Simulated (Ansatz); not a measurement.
# AlHO (singlet): from Hartree-Fock to the top rungs at scale of all distances = 0.895, 6-31G

How much of the correlation energy of AlHO (singlet) does each wave-function method recover here?

The runs use Ansatz 0.2.0, Gaussian basis; 6-31G, core rule «outside noble gas», up to 6 orbitals frozen.

To be run: UHF; CCSD(T) on RHF; BCCD(T) on RHF; CISD; CCSDT(Q) on RHF; CISDTQ; CCSDTQ on RHF; CASSCF and MRCISD+Q, 2 electrons in 2 orbitals; CASSCF and NEVPT2, 2 electrons in 2 orbitals; Full CI.

27 further runs of the same task are left out: 18 for a known fault of the program, 5 that didn't finish, 4 set aside as unsound or not needed.

## (1) The system

The geometry derives from a PBE0/def2-TZVP stationary point (not a proven minimum). All distances are scaled together.

3 atoms, charge 0, spin multiplicity 1.

Atoms are counted from 1 here; the program's logs count them from 0.

Bond lengths: Al1–O2 1.499 Å, O2–H3 0.850 Å. Angles: Al1–O2–H3 180.0°.

## (2) UHF

Input file in.yaml:

```yaml
crystal:
  periodic: [false, false, false]
  atoms:
    - {symbol: Al, position_ang: [0.000000, 0.000000, 1.282528]}
    - {symbol: O, position_ang: [0.000000, 0.000000, -0.216123]}
    - {symbol: H, position_ang: [0.000000, 0.000000, -1.066405]}
basis:
  gaussian: {orbitals: 6-31G}
magnetization: {spin_polarized: true, initial_magnetization: 0}
hamiltonian: {xc: hf}
output: {orbitals: {seedname: orbitals}}
```

Launch:

```sh
ansatz run in.yaml --threads 1 --pin off --events-out ev --progress --plain --max-ram 2393MiB
```

After this run come: CCSD(T) on RHF; BCCD(T) on RHF; CISD; CCSDT(Q) on RHF; CISDTQ; CCSDTQ on RHF; CASSCF and MRCISD+Q, 2 electrons in 2 orbitals; CASSCF and NEVPT2, 2 electrons in 2 orbitals; Full CI.

Before running them: what should the planned runs give, taken together? Wanted: FCI below the RHF energy; RMP2 from FCI; RCCSD from FCI; RCCSD(T) from FCI; RCCSDT(Q) from FCI; NEVPT2 pair from FCI; MRCISD+Q pair from FCI; T1 diagnostic; effectively unpaired electrons.

**Answer**, as computed:

```
                         quantity                                                  value
         FCI below the RHF energy                                             -4.3243 eV
                    RMP2 from FCI                                             +410.8 meV
                   RCCSD from FCI                                              +76.7 meV
                RCCSD(T) from FCI                                              +18.4 meV
               RCCSDT(Q) from FCI                                               -1.1 meV
             NEVPT2 pair from FCI                                             +360.7 meV
           MRCISD+Q pair from FCI                                              +48.0 meV
levels within 1 kcal/mol (43 meV)  RCCSD(T), BCCD(T), RCCSDT, CISDTQ, RCCSDT(Q), RCCSDTQ
                    T1 diagnostic                                                  0.017
   effectively unpaired electrons                                                   0.06
```

RCCSD(T) lands +18.4 meV from the yardstick (0.4 % of the correlation energy). One determinant dominates. Of the multireference levels listed MRCISD+Q pair comes nearest in total energy (+48.0 meV), which doesn't show that its space is the better one. These misses are within one basis, not against nature.
